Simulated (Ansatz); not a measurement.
```yaml
crystal:
  periodic: [false, false, false]
  atoms:
    - {symbol: Se, position_ang: [0.000000, 0.000000, 0.000000]}
    - {symbol: H, position_ang: [0.000000, 0.000000, 1.510000]}
basis:
  gaussian: {orbitals: def2-TZVP}
magnetization: {spin_polarized: true, initial_magnetization: 1}
hamiltonian: {xc: pbe0}
relax: {f_tol: 0.004, max_steps: 80}
```

```sh
$ ansatz run in.yaml --threads 1 --pin off --events-out ev --progress --plain --max-ram 2176MiB
```

Steps of the relaxation (energy above the last step; positions in Å, forces in eV/Å):

```
2
step 1, 15.5 meV
Se    0.000    0.000    0.000    0.000    0.000    0.774
H     0.000    0.000    1.510    0.000    0.000   -0.774
```

```
2
step 2, 0.2 meV
Se    0.000    0.000    0.018    0.000    0.000    0.083
H     0.000    0.000    1.492    0.000    0.000   -0.083
```

```
2
step 3, 0.0 meV
Se    0.000    0.000    0.020    0.000    0.000   -0.002
H     0.000    0.000    1.490    0.000    0.000    0.002
```

Close pairs at the end: Se1–H2 1.471 Å.

A stationary point of unrestricted PBE0 after 3 steps, with ⟨S²⟩ = 0.754 against 0.75 for a pure state. 4.7 s on 1 thread of Arm Neoverse V2, shared host.
